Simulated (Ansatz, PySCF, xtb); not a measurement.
Homolysis of single bonds, series In OH-SH. Gas-phase values, no solvent. One relaxed conformer stands for each flexible species; it need not be the lowest. Strings in code marks are SMILES.

Quantity: homolytic bond dissociation enthalpy at 298 K (no spin–orbit term), in kJ/mol. Thermal and zero-point terms are GFN2-xTB rigid-rotor harmonic values (xtb).

Level 1: frozen-core MP2/def2-TZVPP // PBE0-D3(BJ)/def2-TZVP (Ansatz, a program for electronic structure)
Level 2: B3LYP/6-31G* (LANL2DZ on In) // PBE0-D3(BJ)/def2-TZVP (PySCF)
Level 3: M06-2X/6-31G* (LANL2DZ on In) // PBE0-D3(BJ)/def2-TZVP (PySCF)
Level 4: frozen-core MP2/6-31G* (LANL2DZ on In) // PBE0-D3(BJ)/def2-TZVP (PySCF)

```
species                                                                                                            level 1  level 2  level 3  level 4
-----------------------------------------------------------------------------------------------------------------  -------  -------  -------  -------
In–S bond of `[OH][In]([SH])[SH]`, giving `[OH][In][SH]` (H–O–In–S torsion -180°, O–In–S–H torsion 0°) and `[SH]`    315.0    284.4    321.2    281.3
```
